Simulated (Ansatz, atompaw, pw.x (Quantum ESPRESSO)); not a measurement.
Si (Z = 14): does the PAW (atompaw) potential hold in the solid?

* Element: Si (Z = 14)
* Generator: atompaw 4.2.0.5
* Type: PAW
* Functional: LDA (PW92)
* Relativity: scalar-relativistic
* Frozen core: [Ne]
* Valence charge: 4
* Reference configuration: 3s1.75 3p2.25
* Partial waves: 3s (bound): rc 2.40 bohr; 3s channel at 1.3 Ry: rc 2.40 bohr; 3p (bound): rc 2.40 bohr; 3p channel at 0.3 Ry: rc 2.40 bohr; 3d channel at 0.05 Ry: rc 2.40 bohr; 3d channel at 1.2 Ry: rc 2.40 bohr
* Local potential: bessel scheme, radius 2.20 bohr
* Core correction: smooth core density matched at 2.35 bohr
* Augmentation charge: besselshape compensation charge, radius 2.15 bohr; PAW radius 2.40 bohr; waves and projectors: custom polynom2 7 10 vanderbiltortho

Atomic tests: cutoffs needed: 10 Ry and 18 Ry (the cutoffs (Ry, on a coarse ladder) from which the occupation-weighted sum of valence levels, in a spherical-Bessel basis at the reference potential, stays within 10 and 1 mRy of its value at 400 Ry); ghost test: no extra level below or beside the all-electron valence levels (s, p, d, f tested) (spherical-Bessel basis up to 400 Ry, 20 bohr box); lowest eigenvalue of the overlap operator: 0.88 (s channel).

Crystal test: diamond Si in pw.x 7.5, no spin, 9³ k-points, Fermi–Dirac smearing 0.01 Ry, cutoffs 40/400 Ry. The reference is all-electron LAPW (Ansatz 0.2.0) with the same functional, mesh and smearing; V0 and B0 come from Birch–Murnaghan fits to the pressures at five volumes. Errors are pseudo minus all-electron; Δ is the rms difference of the E(V) curves that follow from these fits, minima aligned, over ±6 % about the mean V0. Mesh and smearing are coarse, so the numbers serve the comparison and aren't converged zero-temperature values; the lattice is a test structure that the element need not adopt.

All-electron: a0 = 5.400 Å (V0 = 19.69 Å³/atom), B0 = 96.2 GPa.

Q: How far does the potential miss the all-electron equation of state?

A: mean pressure error (GPa): +0.49; a0 (Å): 5.409; a0 error (%): +0.17; B0 error (%): +0.4; Δ (meV/atom): 2.1. The largest radius (2.40 bohr) exceeds half the bond length (2.21 bohr), so the spheres overlap, which is one possible source of error among others.

```csv
V (Å³/atom),P all-electron (GPa),P pseudo (GPa)
18.709,5.46,6.09
19.202,2.53,3.08
19.694,-0.03,0.45
20.186,-2.29,-1.86
20.679,-4.26,-3.88
```

Q: At the middle volume, how do free energy and pressure move when the wave cutoff is lowered (ecutrho held at 400 Ry)?

A:

| cutoff (Ry) | shift of F (meV/atom) | shift of P (GPa) |
| --- | --- | --- |
| 18 | +11.1 | -0.13 |
| 24 | +5.3 | -0.10 |
| 32 | +0.6 | -0.00 |

The run at the middle volume (35 k-points, 9 iterations) took about 6.7 s on one core of a shared host (AMD EPYC 9R45 96-Core Processor, 96 threads, 376 GiB, load 9).
